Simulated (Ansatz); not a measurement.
Geometry optimisation, RKS PBE/def2-SVP (Ansatz).

input.yaml

```yaml
crystal:
  periodic: [false, false, false]
  atoms:
    - { symbol: C, position_ang: [-0.4886, -0.0172, -1.9272] }
    - { symbol: O, position_ang: [0.547, -0.0341, -1.4811] }
    - { symbol: H, position_ang: [-0.0941, 0.4047, 1.6358] }
    - { symbol: H, position_ang: [0.0357, -0.3534, 1.7724] }
basis:
  gaussian: { orbitals: def2-SVP }
hamiltonian:
  xc: pbe
relax:
  f_tol: 0.02
  max_steps: 40
scf:
  lower_state_search: "off"
output:
  orbitals: {}
```

Command:

```bash
$ ansatz run input.yaml --threads 1 --pin off --max-ram 2048MiB --backend cpu --events-out ev --progress --plain --runs-dir out
```

Task: Where does it end, and by what steps?

Result: The run converged. After 2 steps the energy has fallen by 0.015 eV; O2 moved furthest, 0.06 Å.

```tsv
step	energy less start (eV)	largest force component (eV/Å)	accepted
0	0.0000	1.577	yes
1	-0.0150	0.030	yes
2	-0.0150	0.002	yes
```

```xyz
4
Properties=species:S:1:pos:R:3
C -0.495 -0.019 -1.978
O 0.557 -0.034 -1.535
H -0.093 0.399 1.688
H 0.032 -0.347 1.825
```

Whether the end is a true minimum wasn't checked by a vibrational analysis.

Time of the run: 1.1 s on 1 thread of Arm Neoverse V1, with other jobs on the host, peak memory 0.09 GiB.
